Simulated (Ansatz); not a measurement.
Predict the output of the script below (the Python package of Ansatz (0.2.0)).

`run_scan.py`:
```python
"""Stretching a bond of C3H6S, the rest held rigid."""

from dataclasses import dataclass

import ansatz as az
from ase import Atoms
import numpy as np


@dataclass
class Settings:
    basis_set: str = "6-31G*"
    level: str = "mp2"


settings = Settings()


def main() -> None:
    atoms = Atoms(["C", "C", "S", "C", "H", "H", "H", "H", "H", "H"], positions=[
        (-0.656, 1.8862, -0.557),
        (-0.4424, 0.6397, -0.3344),
        (0.8756, 0.1739, 0.628),
        (0.8152, -1.6157, 0.5839),
        (-1.5501, 2.2101, -1.2),
        (-0.0916, 2.7454, -0.1627),
        (-1.0519, -0.1219, -0.7574),
        (0.8538, -1.9703, -0.4488),
        (1.5471, -2.0649, 1.2167),
        (-0.2165, -1.9338, 1.0345),
    ])
    mol = az.Crystal.molecule_from_ase(atoms)

    symbols = [site.symbol for site in mol.cartesian_sites]
    start = np.array([site.position_ang for site in mol.cartesian_sites])
    axis = (start[6] - start[1]) / np.linalg.norm(start[6] - start[1])
    moving = [6]
    lengths, energies = [0.936, 0.978, 1.021, 1.063, 1.106, 1.148, 1.191, 1.255], []
    for length in lengths:
        xyz = start.copy()
        xyz[moving] += (length - np.linalg.norm(start[6] - start[1])) * axis
        point = az.Crystal.molecule()
        for symbol, xyz in zip(symbols, xyz):
            point = point.atom(symbol, xyz.tolist())
        calculation = (
            point.calculation()
            .basis(gaussian=settings.basis_set)
            .correlation(settings.level)
        )
        summary = calculation.run(threads=1, backend="cpu").report
        energies.append(summary["free_energy_ev"])
        print(f"r = {length:6.3f} A  E = {energies[-1]:.5f} eV  <S^2> = {abs(summary['mean_field']['state']['spin_squared']):.3f}")

    # quartic fit about the minimum
    fit = np.polynomial.Polynomial.fit(lengths, np.array(energies) - min(energies), 4).convert()
    roots = [r.real for r in fit.deriv().roots() if abs(r.imag) < 1e-9 and fit.deriv(2)(r.real) > 0]
    r_e = min(roots, key=lambda r: abs(r - lengths[int(np.argmin(energies))]))
    print(f"minimum of the fit at {r_e:.4f} A, force constant {fit.deriv(2)(r_e):.2f} eV/A^2")


if __name__ == "__main__":
    main()
```

```console
$ python run_scan.py
r =  0.936 A  E = -14015.10045 eV  <S^2> = 0.000
r =  0.978 A  E = -14015.39156 eV  <S^2> = 0.000
r =  1.021 A  E = -14015.56840 eV  <S^2> = 0.000
r =  1.063 A  E = -14015.64761 eV  <S^2> = 0.000
r =  1.106 A  E = -14015.65351 eV  <S^2> = 0.000
r =  1.148 A  E = -14015.60180 eV  <S^2> = 0.000
r =  1.191 A  E = -14015.50330 eV  <S^2> = 0.000
r =  1.255 A  E = -14015.29405 eV  <S^2> = 0.000
minimum of the fit at 1.0876 A, force constant 35.61 eV/A^2
```

Caveats:
- Total energies depend on the basis set; only differences at equal settings carry meaning.
- The rest of the molecule is held rigid at a force-field or estimated start geometry, and the basis set is modest; single-reference methods fail as a bond breaks.
- The orbitals are restricted, so S² is zero by construction.
- S² is that of the Hartree-Fock reference.
- The whole script took 7.2 s on 1 thread of Arm Neoverse V2 (shared host), peak memory 0.19 GiB.

(Lines on the test bed's own set-up are left out of the output.)
